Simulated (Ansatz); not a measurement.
Reaction (SMILES): [C]#N (C-N) → CN- (singlet, bonded as [C]#N) (an electron is taken up)
B3LYP-D3(BJ)/def2-TZVP geometries, fixed; electronic energies without zero-point terms; positive where energy is released.

Basis-set convergence of the adiabatic electron affinity at PBE with Ansatz (a first-principles code). Cartesian d functions, on some or all atoms, in 6-31G**; all else is spherical. The program fits the integrals of some runs and decomposes those of others, by size. Open shells are unrestricted. No added dispersion term, no relativity. Functions are those of the species that has most. Reference: the value in aug-cc-pV5Z, 3.760 eV, itself unsure by roughly 0.006 eV (its mean distance from aug-pcseg-3, aug-cc-pVQZ, def2-QZVPPD). Deviations are taken from unrounded values.

```csv
basis,functions,adiabatic electron affinity (eV),minus reference (eV)
STO-3G,10,-1.160,-4.920
3-21G,18,2.330,-1.429
6-31G,18,2.728,-1.032
6-31G**,30,2.746,-1.014
6-311G**,36,3.201,-0.559
def2-SVPD,40,3.576,-0.184
aug-pcseg-1,46,3.789,0.029
def2-TZVPPD,74,3.717,-0.043
aug-pcseg-2,92,3.764,0.004
def2-QZVPPD,126,3.744,-0.015
aug-pcseg-3,170,3.761,0.002
```

The smallest set listed that lies within 0.1 eV of the reference with all its larger relatives (same family, alike in diffuse functions; a set with none counts only in the reference's own line) is aug-pcseg-1 (46 functions, 0.029 eV off).
